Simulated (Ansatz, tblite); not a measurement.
# The cluster SnGe₂: removing and adding an electron

Aim: the energy of removing and adding an electron for the cluster SnGe₂, by energy differences, and how well orbital energies stand in for it.

Program: Ansatz 0.2.0, Gaussian basis. Level of theory: as each input shows. These are calculated values, not measurements.

The runs, in order: charge +1 doublet, at the geometry of the singlet (PBE0-D4/def2-TZVP, PBE-D4/def2-TZVP, r2SCAN-D4/def2-TZVP); charge -1 doublet, at the geometry of the singlet (PBE0-D4/def2-TZVPD, PBE-D4/def2-TZVPD, r2SCAN-D4/def2-TZVPD); the starting singlet's energies come from earlier runs.

2 further runs of the same task are left out: 2 set aside as unsound or not needed. Runs told in other sessions of the task aren't counted.

## (1) The geometry

The singlet was relaxed beforehand with r2SCAN-D4/def2-TZVP. At that level it is the lowest of the isomers that a small search found.

3 atoms, charge 0, spin multiplicity 1.

Atoms are counted from 1 here; the program's logs count them from 0.

Bond lengths: Ge1–Ge2 2.287 Å, Ge2–Sn3 2.471 Å. Angles: Ge1–Ge2–Sn3 85.3°.

Coordinates:

```mol
Ge2Sn
  3D, bonds by distance, orders not assigned

  3  2  0  0  0  0  0  0  0  0999 V2000
   -0.3323    1.6387    0.0339 Ge  0  0
    1.1636   -0.0906   -0.0181 Ge  0  0
   -0.8313   -1.5482   -0.0159 Sn  0  0
  1  2  8  0
  2  3  8  0
M  END
```

Sn takes a core potential in the def2 sets. No spin-orbit coupling is included.

## (2) Charge +1 doublet at the fixed geometry, first pass, PBE0-D4/def2-SVP

The input, in.yaml:

```yaml
crystal:
  periodic: [false, false, false]
  atoms:
    - {symbol: Ge, position_ang: [-0.332310, 1.638722, 0.033926]}
    - {symbol: Ge, position_ang: [1.163587, -0.090558, -0.018067]}
    - {symbol: Sn, position_ang: [-0.831277, -1.548164, -0.015860]}
basis:
  gaussian: {orbitals: def2-SVP}
total_charge: 1
magnetization: {spin_polarized: true, initial_magnetization: 1}
hamiltonian: {xc: pbe0, dispersion: d4}
output: {orbitals: {seedname: orbitals}}
```

Run with:

```sh
> ansatz run in.yaml --threads 4 --pin off --events-out ev --progress --plain --max-ram 3916MiB
```

Output:

```text
Functional definition: PBE0
  name "PBE0"
  cite "Adamo & Barone, J. Chem. Phys. 110, 6158 (1999) doi:10.1063/1.478522"
  cite "Perdew, Burke & Ernzerhof, Phys. Rev. Lett. 77, 3865 (1996) doi:10.1103/PhysRevLett.77.3865"
  parent pbe
  parameter a = 0.25
  parameter kappa = 0.804
  parameter beta = 0.06672455060314922
  exchange = (1 - a)*pbe_x(kappa = kappa, mu = beta*pi^2/3) + a*exact_x
  correlation = pbe_c(beta = beta)
974 factors; integrals over basis functions are off by at most 6.0e-4 eV
mean field evaluation 1: about -118828.7489 eV, gradient 1.7e1 eV
mean field evaluation 2: about -118813.8196 eV, gradient 4.3e1 eV
mean field evaluation 4: about -118831.1620 eV, gradient 6.7e0 eV
mean field evaluation 8: about -118831.5891 eV, gradient 4.2e-1 eV
mean field evaluation 16: about -118831.6221 eV, gradient 3.3e-2 eV
mean field evaluation 32: about -118831.6225 eV, gradient 3.9e-4 eV
mean field evaluation 64: about -118831.6056 eV, gradient 1.9e-1 eV
mean field -118831.62253553 eV, -4366.9815812139 hartree, gradient 1.0e-5 eV, S^2 0.780666; 8 other end points of the search recorded, 0 dependent functions left out
reference -118831.62255717 eV, -4366.9815820093 hartree; 43, 42 occupied and 47, 48 virtual orbitals, 974 factors
Total energy: -118831.74407717 eV, -4366.9860477868 hartree
```

It took 10 s on 4 threads of Arm Neoverse V1, shared host.

From the report: HOMO -11.25 eV, LUMO -9.53 eV (over both spins); ⟨S²⟩ 0.781 (pure: 0.75); the next solution that the search met lies 0.087 eV higher.

## (3) Charge +1 doublet at the fixed geometry, PBE0-D4/def2-TZVP

start.molden holds the orbitals of an earlier run on this state, given as this run's starting guess.

in.yaml: that of step 2 with these lines changed.

```diff
@@ -7,3 +7,3 @@
 basis:
-  gaussian: {orbitals: def2-SVP}
+  gaussian: {orbitals: def2-TZVP, initial_orbitals: start.molden}
 total_charge: 1
@@ -11,2 +11,3 @@
 hamiltonian: {xc: pbe0, dispersion: d4}
+scf: {omitted_lower_state_checks: [starts]}
 output: {orbitals: {seedname: orbitals}}
```

Launched as before.

Output, shortened:

```text
Functional definition: PBE0
  name "PBE0"
  cite "Adamo & Barone, J. Chem. Phys. 110, 6158 (1999) doi:10.1063/1.478522"
  cite "Perdew, Burke & Ernzerhof, Phys. Rev. Lett. 77, 3865 (1996) doi:10.1103/PhysRevLett.77.3865"
  parent pbe
[...]
1133 factors; integrals over basis functions are off by at most 1.1e-3 eV
[...]
mean field -118846.04725058 eV, -4367.5116797148 hartree, gradient 9.8e-6 eV, S^2 0.784559; 0 other end points of the search recorded, 0 dependent functions left out
reference -118846.04727634 eV, -4367.5116806615 hartree; 43, 42 occupied and 103, 104 virtual orbitals, 1133 factors
Total energy: -118846.16879634 eV, -4367.5161464389 hartree
Checks for a lower state left out: starts
```

Wall time 9 s (4 threads of Arm Neoverse V1, shared host).

HOMO -11.20 eV, LUMO -9.43 eV (over both spins); ⟨S²⟩ 0.785 (pure: 0.75).

## (4) Charge +1 doublet at the fixed geometry, PBE-D4/def2-TZVP

in.yaml: that of step 3 with these lines changed.

```diff
@@ -10,3 +10,3 @@
 magnetization: {spin_polarized: true, initial_magnetization: 1}
-hamiltonian: {xc: pbe0, dispersion: d4}
+hamiltonian: {xc: pbe, dispersion: d4}
 scf: {omitted_lower_state_checks: [starts]}
```

The command is unchanged.

Output:

```text
Functional definition: PBE
  name "PBE"
  cite "Perdew, Burke & Ernzerhof, Phys. Rev. Lett. 77, 3865 (1996) doi:10.1103/PhysRevLett.77.3865"
  parent pbe
  parameter kappa = 0.804
  parameter beta = 0.06672455060314922
  exchange = pbe_x(kappa = kappa, mu = beta*pi^2/3)
  correlation = pbe_c(beta = beta)
these checks for a lower state are left out or cut short: starts
1104 factors; their error is unknown
mean field evaluation 1: about -118843.3500 eV, gradient 8.2e0 eV
mean field evaluation 2: about -118843.4697 eV, gradient 1.7e-1 eV
mean field evaluation 4: about -118843.4531 eV, gradient 2.1e-2 eV
mean field evaluation 8: about -118843.4532 eV, gradient 1.9e-5 eV
mean field -118843.45315266 eV, -4367.4163483745 hartree, gradient 4.5e-6 eV, S^2 0.759595; 0 other end points of the search recorded, 0 dependent functions left out
reference -118843.45318695 eV, -4367.4163496345 hartree; 43, 42 occupied and 103, 104 virtual orbitals, 1104 factors
Total energy: -118843.59624889 eV, -4367.4216070640 hartree
Checks for a lower state left out: starts
```

It took 4.7 s on 4 threads of Arm Neoverse V1, shared host.

HOMO -10.48 eV, LUMO -10.20 eV (over both spins); ⟨S²⟩ 0.760 (pure: 0.75).

## (5) Charge +1 doublet at the fixed geometry, r2SCAN-D4/def2-TZVP

in.yaml: that of step 4 with these lines changed.

```diff
@@ -10,3 +10,3 @@
 magnetization: {spin_polarized: true, initial_magnetization: 1}
-hamiltonian: {xc: pbe, dispersion: d4}
+hamiltonian: {xc: r2scan, dispersion: d4}
 scf: {omitted_lower_state_checks: [starts]}
```

The command is unchanged.

Output:

```text
Functional definition: r2SCAN
  name "r2SCAN"
  cite "Furness, Kaplan, Ning, Perdew & Sun, J. Phys. Chem. Lett. 11, 8208 (2020) doi:10.1021/acs.jpclett.0c02405"
  cite "Furness, Kaplan, Ning, Perdew & Sun, J. Phys. Chem. Lett. 11, 9248 (2020) doi:10.1021/acs.jpclett.0c03077"
  parent r2scan
  parameter k0 = 0.174
  parameter k1 = 0.065
  parameter a1 = 4.9479
  exchange = r2scan_x(k0 = k0, k1 = k1, a1 = a1)
  correlation = r2scan_c
these checks for a lower state are left out or cut short: starts
1104 factors; their error is unknown
mean field evaluation 1: about -118861.7179 eV, gradient 5.9e0 eV
mean field evaluation 2: about -118861.7814 eV, gradient 1.2e-1 eV
mean field evaluation 4: about -118861.7668 eV, gradient 4.7e-2 eV
mean field evaluation 8: about -118861.7669 eV, gradient 2.5e-5 eV
mean field -118861.76686259 eV, -4368.0893648009 hartree, gradient 9.7e-6 eV, S^2 0.829797; 0 other end points of the search recorded, 0 dependent functions left out
reference -118861.76687677 eV, -4368.0893653220 hartree; 43, 42 occupied and 103, 104 virtual orbitals, 1104 factors
Total energy: -118861.79075784 eV, -4368.0902429352 hartree
Checks for a lower state left out: starts
```

Run time: 17 s. Hardware: 4 threads of Arm Neoverse V1, shared host.

HOMO -10.75 eV, LUMO -10.02 eV (over both spins); ⟨S²⟩ 0.830 (pure: 0.75).

## (6) Vertical ionisation energy

Charged state less starting state, singlet to doublet; the starting state's energies are those of its earlier runs.

| level | vertical ionisation energy (eV) | time |
| --- | --- | --- |
| PBE-D4/def2-TZVP | +7.64 | 5.9 s |
| r2SCAN-D4/def2-TZVP | +7.70 | 20 s |
| PBE0-D4/def2-TZVP | +7.67 | 12 s |

Times add the two runs; a level without a time comes out of a correlated run.

Beside −ε(HOMO) of the starting state:

```csv
level,−ε(HOMO) (eV),by difference (eV),mismatch (eV)
PBE-D4/def2-TZVP,5.07,7.64,-2.56
r2SCAN-D4/def2-TZVP,5.30,7.70,-2.39
PBE0-D4/def2-TZVP,5.90,7.67,-1.76
```

## (7) Charge -1 doublet at the fixed geometry, first pass, PBE0-D4/def2-SVP

The input, in.yaml:

```yaml
crystal:
  periodic: [false, false, false]
  atoms:
    - {symbol: Ge, position_ang: [-0.332310, 1.638722, 0.033926]}
    - {symbol: Ge, position_ang: [1.163587, -0.090558, -0.018067]}
    - {symbol: Sn, position_ang: [-0.831277, -1.548164, -0.015860]}
basis:
  gaussian: {orbitals: def2-SVP}
total_charge: -1
magnetization: {spin_polarized: true, initial_magnetization: 1}
hamiltonian: {xc: pbe0, dispersion: d4}
output: {orbitals: {seedname: orbitals}}
```

The command is unchanged.

Output, shortened:

```text
Functional definition: PBE0
  name "PBE0"
  cite "Adamo & Barone, J. Chem. Phys. 110, 6158 (1999) doi:10.1063/1.478522"
  cite "Perdew, Burke & Ernzerhof, Phys. Rev. Lett. 77, 3865 (1996) doi:10.1103/PhysRevLett.77.3865"
  parent pbe
[...]
974 factors; integrals over basis functions are off by at most 6.0e-4 eV
[...]
mean field -118840.97992065 eV, -4367.3254587746 hartree, gradient 8.5e-6 eV, S^2 0.767561; 7 other end points of the search recorded, 0 dependent functions left out
reference -118840.97994185 eV, -4367.3254595536 hartree; 44, 43 occupied and 46, 47 virtual orbitals, 974 factors
Total energy: -118841.11398076 eV, -4367.3303853927 hartree
```

Run time: 7.5 s. Hardware: 4 threads of Arm Neoverse V1, shared host.

Report: HOMO 0.06 eV, LUMO 2.01 eV (over both spins); ⟨S²⟩ 0.768 (pure: 0.75); the next solution that the search met lies 0.519 eV higher. Doubts: highest occupied level lies above zero.

## (8) Charge -1 doublet at the fixed geometry, PBE0-D4/def2-TZVPD

in.yaml: that of step 7 with these lines changed.

```diff
@@ -7,3 +7,3 @@
 basis:
-  gaussian: {orbitals: def2-SVP}
+  gaussian: {orbitals: def2-TZVPD, initial_orbitals: start.molden}
 total_charge: -1
@@ -11,2 +11,3 @@
 hamiltonian: {xc: pbe0, dispersion: d4}
+scf: {omitted_lower_state_checks: [starts]}
 output: {orbitals: {seedname: orbitals}}
```

Launched as before.

Output, shortened:

```text
Functional definition: PBE0
  name "PBE0"
  cite "Adamo & Barone, J. Chem. Phys. 110, 6158 (1999) doi:10.1063/1.478522"
  cite "Perdew, Burke & Ernzerhof, Phys. Rev. Lett. 77, 3865 (1996) doi:10.1103/PhysRevLett.77.3865"
  parent pbe
[...]
1204 factors; integrals over basis functions are off by at most 5.7e-4 eV
[...]
mean field -118855.46658182 eV, -4367.8578337532 hartree, gradient 1.9e-5 eV, S^2 0.768045; 0 other end points of the search recorded, 0 dependent functions left out
reference -118855.46660613 eV, -4367.8578346464 hartree; 44, 43 occupied and 120, 121 virtual orbitals, 1204 factors
Total energy: -118855.60064504 eV, -4367.8627604856 hartree
Checks for a lower state left out: starts
```

Run time: 7.5 s. Hardware: 4 threads of Arm Neoverse V1, shared host; peak memory 0.6 GiB.

HOMO -0.19 eV, LUMO 1.72 eV (over both spins); ⟨S²⟩ 0.768 (pure: 0.75).

## (9) Charge -1 doublet at the fixed geometry, PBE-D4/def2-TZVPD

in.yaml: that of step 8 with these lines changed.

```diff
@@ -10,3 +10,3 @@
 magnetization: {spin_polarized: true, initial_magnetization: 1}
-hamiltonian: {xc: pbe0, dispersion: d4}
+hamiltonian: {xc: pbe, dispersion: d4}
 scf: {omitted_lower_state_checks: [starts]}
```

Launched as before.

Output:

```text
Functional definition: PBE
  name "PBE"
  cite "Perdew, Burke & Ernzerhof, Phys. Rev. Lett. 77, 3865 (1996) doi:10.1103/PhysRevLett.77.3865"
  parent pbe
  parameter kappa = 0.804
  parameter beta = 0.06672455060314922
  exchange = pbe_x(kappa = kappa, mu = beta*pi^2/3)
  correlation = pbe_c(beta = beta)
these checks for a lower state are left out or cut short: starts
1150 factors; their error is unknown
mean field evaluation 1: about -118852.6148 eV, gradient 8.2e0 eV
mean field evaluation 2: about -118852.7384 eV, gradient 1.9e-1 eV
mean field evaluation 4: about -118852.7336 eV, gradient 4.1e-2 eV
mean field evaluation 8: about -118852.7336 eV, gradient 2.1e-5 eV
mean field -118852.73358138 eV, -4367.7573978395 hartree, gradient 2.1e-5 eV, S^2 0.756898; 0 other end points of the search recorded, 0 dependent functions left out
reference -118852.73361346 eV, -4367.7573990182 hartree; 44, 43 occupied and 120, 121 virtual orbitals, 1150 factors
Total energy: -118852.89139632 eV, -4367.7631974315 hartree
Checks for a lower state left out: starts
```

Run time: 3.4 s. Hardware: 4 threads of Arm Neoverse V1, shared host.

From the report: HOMO 0.58 eV, LUMO 1.15 eV (over both spins); ⟨S²⟩ 0.757 (pure: 0.75). Doubts: highest occupied level lies above zero.

## (10) Charge -1 doublet at the fixed geometry, r2SCAN-D4/def2-TZVPD

in.yaml: that of step 9 with these lines changed.

```diff
@@ -10,3 +10,3 @@
 magnetization: {spin_polarized: true, initial_magnetization: 1}
-hamiltonian: {xc: pbe, dispersion: d4}
+hamiltonian: {xc: r2scan, dispersion: d4}
 scf: {omitted_lower_state_checks: [starts]}
```

The command is unchanged.

Output:

```text
Functional definition: r2SCAN
  name "r2SCAN"
  cite "Furness, Kaplan, Ning, Perdew & Sun, J. Phys. Chem. Lett. 11, 8208 (2020) doi:10.1021/acs.jpclett.0c02405"
  cite "Furness, Kaplan, Ning, Perdew & Sun, J. Phys. Chem. Lett. 11, 9248 (2020) doi:10.1021/acs.jpclett.0c03077"
  parent r2scan
  parameter k0 = 0.174
  parameter k1 = 0.065
  parameter a1 = 4.9479
  exchange = r2scan_x(k0 = k0, k1 = k1, a1 = a1)
  correlation = r2scan_c
these checks for a lower state are left out or cut short: starts
1150 factors; their error is unknown
mean field evaluation 1: about -118871.2268 eV, gradient 5.9e0 eV
mean field evaluation 2: about -118871.2882 eV, gradient 9.6e-2 eV
mean field evaluation 4: about -118871.2851 eV, gradient 6.7e-4 eV
mean field evaluation 8: about -118871.2851 eV, gradient 1.4e-5 eV
mean field -118871.28513902 eV, -4368.4391550081 hartree, gradient 1.4e-5 eV, S^2 0.771426; 0 other end points of the search recorded, 0 dependent functions left out
reference -118871.28515820 eV, -4368.4391557130 hartree; 44, 43 occupied and 120, 121 virtual orbitals, 1150 factors
Total energy: -118871.31149657 eV, -4368.4401236300 hartree
Checks for a lower state left out: starts
```

It took 8.5 s on 4 threads of Arm Neoverse V1, shared host.

HOMO 0.31 eV, LUMO 1.16 eV (over both spins); ⟨S²⟩ 0.771 (pure: 0.75). Doubts: highest occupied level lies above zero.

## (11) Vertical electron affinity

Starting state less charged state (positive: the electron is bound), singlet to doublet; the starting state's energies are those of its earlier runs.

```
               level  vertical electron affinity (eV)  time
   PBE-D4/def2-TZVPD                            +1.63   5 s
r2SCAN-D4/def2-TZVPD                            +1.80  12 s
  PBE0-D4/def2-TZVPD                            +1.74  10 s
```

Times add the two runs; a level without a time comes out of a correlated run.

Beside −ε(LUMO) of the starting state:

```csv
level,−ε(LUMO) (eV),by difference (eV),mismatch (eV)
PBE-D4/def2-TZVPD,3.88,1.63,+2.25
r2SCAN-D4/def2-TZVPD,3.90,1.80,+2.10
PBE0-D4/def2-TZVPD,3.29,1.74,+1.55
```

## (12) Summary of results

| quantity | value |
| --- | --- |
| vertical ionisation energy, functionals in def2-TZVP | 7.64 (PBE-D4) to 7.70 eV (r2SCAN-D4) |
| vertical electron affinity, functionals in def2-TZVPD | 1.63 (PBE-D4) to 1.80 eV (r2SCAN-D4) |

What this shows: The vertical ionisation energy spans 7.64 to 7.70 eV over the functionals. −ε(HOMO) misses the level's own difference by -1.76 eV at best (PBE0-D4) and -2.56 eV at worst (PBE-D4). The vertical electron affinity spans 1.63 to 1.80 eV over the functionals. The anion's highest level lies above zero where self-interaction lifts it, so diffuse functions weigh on these values. −ε(LUMO) misses the level's own difference by +1.55 eV at best (PBE0-D4) and +2.25 eV at worst (PBE-D4).

The anion's highest level is positive in at least one run, so there the basis alone may hold the extra electron.
